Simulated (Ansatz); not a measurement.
## Band transport in Al

Theory: DFT PBEsol, scalar-relativistic, plane waves, PAW in Ansatz. Cutoff 420 eV, 18×18×6 k-points (Γ-centred), Fermi-Dirac smearing of 0.15 eV. No spin polarisation.

Equilibrium structure at this level:
```
Al
1.0
     2.83743    0.00000    0.00000
    -1.41871    2.45729    0.00000
     0.00000    0.00000    9.32646
Al
4
Direct
  0.00000 0.00000 0.00000
  0.33333 0.66667 0.25000
  0.00000 0.00000 0.50000
  0.66667 0.33333 0.75000
```

In a metal these results depend on the k mesh and the smearing.

Constant relaxation time and rigid bands. The levels are interpolated over the whole zone and filled by a Fermi function at the stated temperature, with the chemical potential set by the electron count. Seebeck coefficients of a few μV/K are small differences and uncertain even in sign.

Task: Give the Drude plasma energies, the density of states at the chemical potential and σ/τ at 300 K.

Result:
```json
{
  "Plasma energy xx, yy, zz": "11.05, 11.05, 11.81 eV",
  "Density of states (thermally broadened)": "1.52 states/eV/cell",
  "Conductivity over τ, xx, yy, zz": "25.0, 25.0, 28.5 ×10²⁰ (Ω·m·s)⁻¹"
}
```

Task: And the Seebeck coefficient (μV/K)?

Result:
```json
{"T (K)": "300", "Sxx": "-1.1", "Syy": "-1.1", "Szz": "-1.6"}
{"T (K)": "600", "Sxx": "-2.4", "Syy": "-2.4", "Szz": "-3.1"}
{"T (K)": "900", "Sxx": "-3.7", "Syy": "-3.7", "Szz": "-4.4"}
```

This form isn't the element's structure at ambient conditions.

Cost: 1 run of about 7.5 core-minutes, on Intel Xeon 6975P-C (Granite Rapids) (shared hosts).